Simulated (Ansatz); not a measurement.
Mulliken charges of C₂H₃FO₂ (`O=CC(O)F`) from B3LYP/def2-TZVPP in Ansatz (PBE0-D4/def2-TZVP geometry).

| atom | x (Å) | y (Å) | z (Å) | charge (e) |
| --- | --- | --- | --- | --- |
| O1 | -1.674 | 0.111 | 0.448 | -0.253 |
| C2 | -0.838 | 0.292 | -0.391 | 0.116 |
| C3 | 0.636 | 0.021 | -0.099 | 0.279 |
| O4 | 0.831 | -0.325 | 1.192 | -0.290 |
| F5 | 0.967 | -1.012 | -0.971 | -0.224 |
| H6 | -1.087 | 0.610 | -1.419 | 0.094 |
| H7 | 1.280 | 0.865 | -0.364 | 0.072 |
| H8 | -0.022 | -0.618 | 1.548 | 0.206 |

Q: By hand: the dipole of these point charges (1 e Å = 4.8032 D).

A: Σ q r = (0.032, 0.325, -0.155) e Å, of length 0.361 e Å = 1.73 D.

Q: How does the dipole of the full density compare? (Estimate.)

A: The calculation gave: (-0.056, 0.307, -0.198) e Å, 1.78 D; the point charges give 0.97 times that, at 16° from its direction.

Point charges leave out the atoms' own dipoles, such as those of lone pairs, and Mulliken's split depends on the basis, so the close match here is no proof of good charges.

B3LYP here is the variant with VWN-RPA as its local correlation; programs differ in this.
